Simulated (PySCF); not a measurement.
Species: 1,2-difluoroethane, C₂H₄F₂.
Geometry (GFN2-xTB, Å), atoms numbered from 1 in this order:
```
atom  x, y, z in Å
F1     1.175    1.186    0.563
C2     0.756    0.062   -0.099
C3    -0.735   -0.165    0.108
F4    -1.467    0.533   -0.816
H5     1.332   -0.775    0.306
H6     0.981    0.209   -1.159
H7    -1.047    0.182    1.098
H8    -0.984   -1.222   -0.027
```

The closed-shell SCF was solved with PySCF and density fitting under several settings on one GFN2-xTB geometry (grid level 2 and gas phase unless stated).

```csv
settings,basis functions,SCF cycles,E (Eh),HOMO (eV),LUMO (eV),dipole (D)
PBE0/pcSseg-1,88,12,-277.9769,-9.38,1.57,2.42
PBE0/def2-SVPD,118,12,-277.8139,-9.62,0.75,2.39
"PW91/MINI, energy threshold 1e-08 Eh",24,7,-276.1780,-7.38,1.48,1.66
"KT2/pcJ-1, IEF-PCM chloroform, start guess huckel",148,12,-282.2345,-7.60,1.14,2.60
"BHandHLYP/pcSseg-2, level shift 0.1 Eh",200,9,-278.2849,-11.25,1.13,2.53
```

**Question.** Estimate the rows for these settings: (1) LDA/def2-SVPD; (2) PW91/pcSseg-1, IEF-PCM methanol.

**Answer.** 
| settings | basis functions | SCF cycles | E (Eh) | HOMO (eV) | LUMO (eV) | dipole (D) |
| --- | --- | --- | --- | --- | --- | --- |
| LDA/def2-SVPD | 118 | 12 | -276.0984 | -7.98 | 0.03 | 2.33 |
| PW91/pcSseg-1, IEF-PCM methanol | 88 | 12 | -278.1816 | -7.50 | 1.04 | 2.71 |

**Question.** Over all rows, what range does the HOMO–LUMO gap span?

**Answer.** From 8.01 eV (LDA/def2-SVPD) to 12.38 eV (BHandHLYP/pcSseg-2, level shift 0.1 Eh). The functional of the narrowest has no exact exchange, that of the widest 50 % exact exchange.

**Question.** And the dipole moment?

**Answer.** From 1.66 D (PW91/MINI, energy threshold 1e-08 Eh) to 2.71 D (PW91/pcSseg-1, IEF-PCM methanol); the largest is 1.63 times the smallest, and the median is 2.42 D.

**Question.** Compare two rows with the functional PBE0: PBE0/pcSseg-1 and PBE0/def2-SVPD. Which energy is lower, and by how much?

**Answer.** PBE0/pcSseg-1 (88 functions) lies 0.1630 Eh or 102 kcal/mol below PBE0/def2-SVPD (118 functions). The smaller set gives the lower energy; the two sets aren't nested, so the variational bound doesn't order them by size.

Cycle counts include a coarse-grid stage where the run had one. KT2 was designed for NMR shieldings or shifts; total energies of different functionals aren't comparable. One conformer (not necessarily the lowest) at the GFN2-xTB geometry, without vibrations or thermal averaging.
